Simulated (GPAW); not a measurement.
# H2CO (formaldehyde) at HCTH407/plane waves (scalar-relativistic datasets, plane-wave cutoff 450 eV, nve dynamics)

We compute a short trajectory of H2CO (formaldehyde). The job is set up through an ASE script.

Program for the calculation: GPAW 26.7.0.

1 further run of the same task is left out (it didn't finish). Runs told in other sessions of the task aren't counted.

## Step 1: The molecule

H2CO: 4 atoms, total charge 0, spin state singlet. SMILES: `C=O`. Geometry: relaxed at PBE0-D4/def2-TZVP. The run starts from this shape.

Bond lengths: C1–O2 1.195 Å, C1–H3 1.109 Å, C1–H4 1.109 Å. Angles: O2–C1–H3 122.0°, O2–C1–H4 122.0°, H3–C1–H4 116.0°.

## Step 2: Molecular dynamics at HCTH407/plane waves (scalar-relativistic datasets, plane-wave cutoff 450 eV, nve dynamics)

run.py reads:

```python
import numpy as np
from ase import Atoms, units
from ase.md.velocitydistribution import MaxwellBoltzmannDistribution, Stationary, ZeroRotation
from ase.md.verlet import VelocityVerlet
from gpaw import GPAW, PW, setup_paths
from gpaw.atom.configurations import parameters
from gpaw.atom.generator import Generator

# Structure
molecule = Atoms(['C', 'O', 'H', 'H'],
    positions=[[ -0.002800,  -0.002200,  -0.003300],
               [  0.692000,   0.544400,   0.801300],
               [ -0.544800,   0.559700,  -0.790500],
               [ -0.144300,  -1.101900,  -0.007500]])
molecule.center(vacuum=3.5)

# No datasets are shipped for this functional: make them
for symbol in ['C', 'H', 'O']:
    Generator(symbol, xcname='HCTH407', scalarrel=True, nofiles=True, txt=None).run(**parameters[symbol])
setup_paths.insert(0, '.')

# Ground state
calculator = GPAW(mode={'name': 'pw', 'ecut': 450},
                  symmetry='off',
                  xc='HCTH407',
                  occupations={'name': 'fermi-dirac', 'width': 0.01},
                  maxiter=100,
                  txt='mol.txt')
molecule.calc = calculator

rng = np.random.default_rng(635)
MaxwellBoltzmannDistribution(molecule, temperature_K=800, rng=rng)
Stationary(molecule)
ZeroRotation(molecule)
dyn = VelocityVerlet(molecule, timestep=0.5 * units.fs, trajectory='md.traj', logfile='-')
dyn.run(20)
```

On the command line:

```sh
$ python3 -u run.py | tee run.out
```

Output:

```text
run.py:32: DeprecationWarning: Use thermalize_momenta
  MaxwellBoltzmannDistribution(molecule, temperature_K=800, rng=rng)
Time[ps]      Etot[eV]     Epot[eV]     Ekin[eV]    T[K]
0.0000         -21.1688     -21.4126       0.2438   471.6
0.0005         -21.1685     -21.4040       0.2355   455.4
0.0010         -21.1681     -21.3788       0.2107   407.5
0.0015         -21.1677     -21.3430       0.1753   339.1
0.0020         -21.1673     -21.3035       0.1363   263.5
0.0025         -21.1669     -21.2668       0.0998   193.1
0.0030         -21.1667     -21.2379       0.0712   137.6
0.0035         -21.1666     -21.2202       0.0536   103.7
0.0040         -21.1666     -21.2153       0.0487    94.2
0.0045         -21.1668     -21.2227       0.0559   108.1
0.0050         -21.1671     -21.2399       0.0728   140.8
0.0055         -21.1675     -21.2624       0.0950   183.7
0.0060         -21.1679     -21.2846       0.1167   225.8
0.0065         -21.1683     -21.3001       0.1319   255.0
0.0070         -21.1684     -21.3036       0.1352   261.4
0.0075         -21.1683     -21.2928       0.1245   240.9
0.0080         -21.1678     -21.2707       0.1029   199.0
0.0085         -21.1671     -21.2456       0.0785   151.9
0.0090         -21.1665     -21.2290       0.0626   121.0
0.0095         -21.1663     -21.2303       0.0640   123.7
0.0100         -21.1667     -21.2514       0.0847   163.8
```

mol.txt, shortened:

```text
[...]
  mode=PW(ecut=450),
[...]
Number of symmetries: 1
[...]
  Number of IBZ points: 1
[...]
Cutoff: 450.00000000000006 eV
Spin-components: 1 (collinear spins)
Bands:           10
[...]
  Valence electrons: 12.0
[...]
  Grid points: [42 45 45]
  Charge: 0.0  # |e|
[...]
    cutoffs:
[...]
occupation numbers:
  Fermi-Dirac:
[...]
xc functional:
  name: HCTH407 with 2 nearest neighbor stencil
[...]
|iter     |     time |      energy | eigst |  dens |
[...]
|iter:   1| 00:00:01 |  -23.026617 | +0.53 |       |
[...]
Converged in 11 steps
[...]
dipole moment: (-0.271697, -0.213096, -0.313997)  # |e|*Ang
Fermi level: -5.843
[...]
Converged in 7 steps
[...]
|iter:   7| 00:01:08 |  -21.251446c| -7.50c| -4.17c|
Converged in 7 steps
[...]
Energy contributions relative to reference atoms: (reference = -3096.572649)
Energy contributions:
  Kinetic:          19.847135
  Coulomb:         -21.411579
  Zero:             -0.004131
  External:          0.000000
  Xc:              -19.682871
  Entropy:          -0.000000
  Spinorbit:         0.000000
  ----------------------------
  Free energy:     -21.251446
  Extrapolated:    -21.251446
dipole moment: (-0.301448, -0.231778, -0.336354)  # |e|*Ang
Fermi level: -5.843
Eigenvalues  # (at kpt = [0.000, 0.000, 0.000])
| band index |      eig [eV] | occ [0-2] |
|------------|---------------|-----------|
|          0 |       -26.527 |     2.000 |
|          1 |       -16.089 |     2.000 |
|          2 |       -12.139 |     2.000 |
|          3 |       -10.888 |     2.000 |
|          4 |        -9.755 |     2.000 |
|          5 |        -6.141 |     2.000 |
|          6 |        -2.675 |     0.000 |
|          7 |        -0.409 |     0.000 |
|          8 |         1.031 |     0.000 |
|          9 |         1.269 |     0.000 |
Gap: 3.466 eV
Transition (v -> c):
[...]
Forces  # eV/Ang
|        x |        y |        z |
|----------|----------|----------|
|  0.87956 |  2.08860 |  2.04723 |  # C    0
| -0.71031 | -0.14579 | -1.45888 |  # O    1
|  0.11736 |  0.62463 | -0.40477 |  # H    2
| -0.24368 | -2.57423 | -0.18310 |  # H    3
Force computation time: 0.179  # s
timing:  # [seconds]
  Total:  67.863  # ━━━━━━━━━━━━━━━━━━━━━━━━━━━━━━━━━━━━━━━━━━━━━━━━━━━━━━━━━
  Init:    0.505  # ╸
  SCF:    57.263  # ━━━━━━━━━━━━━━━━━━━━━━━━━━━━━━━━━━━━━━━━━━━━━━━━
  Forces:  3.797  # ━━━
  Move:    5.971  # ━━━━━
```

It took 69 s on 1 thread of Arm Neoverse V2, shared host; peak memory 0.27 GiB.

The path in brief:

```tsv
step	potential energy change (eV)	largest force (eV/Å)	temperature (K)
0	0.0000	0.8354	472
1	0.0086	1.4689	455
2	0.0338	2.2954	407
3	0.0696	2.9918	339
4	0.1091	3.5471	264
5	0.1458	3.9609	193
6	0.1747	4.2315	138
7	0.1924	4.3622	104
8	0.1973	4.3531	94
9	0.1899	4.2058	108
10	0.1727	3.9211	141
11	0.1502	3.5049	184
12	0.1280	2.9594	226
13	0.1125	2.3107	255
14	0.1090	1.6344	261
15	0.1198	1.2319	241
16	0.1419	1.8867	199
17	0.1670	2.4476	152
18	0.1836	2.7970	121
19	0.1823	2.9103	124
20	0.1612	3.0540	164
```
